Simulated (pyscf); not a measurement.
`[F][Si]([F])[O][Si]([F])([F])[F]` [doublet] + `[F][C]([F])([F])[F]` -> `[F][Si]([F])([F])[O][Si]([F])([F])[F]` + `[F][C]([F])[F]` [doublet], an atom transfer (doublet surface; C–F broken, F–Si formed). Optimised with ωB97X-D3(BJ)/def2-SVP in PySCF. Energies in eV from the separated reactants.

Small-basis levels: PySCF, no dispersion term, spherical d functions. Open shells are spin-unrestricted. 

```csv
level,barrier,reaction energy
HF/STO-3G,1.73,-0.73
HF/3-21G,(withheld),-1.38
MP2/6-31G*,1.62,-1.31
SVWN5/6-31G*,0.51,-0.85
BP86/6-31G*,(withheld),-1.08
B3LYP/6-31G*,1.05,-1.24
M06-2X/6-31G*,1.38,-1.13
ωB97M-D3(BJ)/def2-TZVP,(withheld),-1.46
```

Q: Fill in the missing entries.

A: 
- HF/3-21G, barrier: 1.90
- BP86/6-31G*, barrier: 0.82
- ωB97M-D3(BJ)/def2-TZVP, barrier: 1.36

Against the last row the barrier runs from -0.84 (SVWN5/6-31G*) to +0.55 eV (HF/3-21G). ωB97M-D3(BJ)/def2-TZVP has limits of its own. This is the saddle that the search found; another between the same sides may lie lower. The angle at the transferred F is 152°.
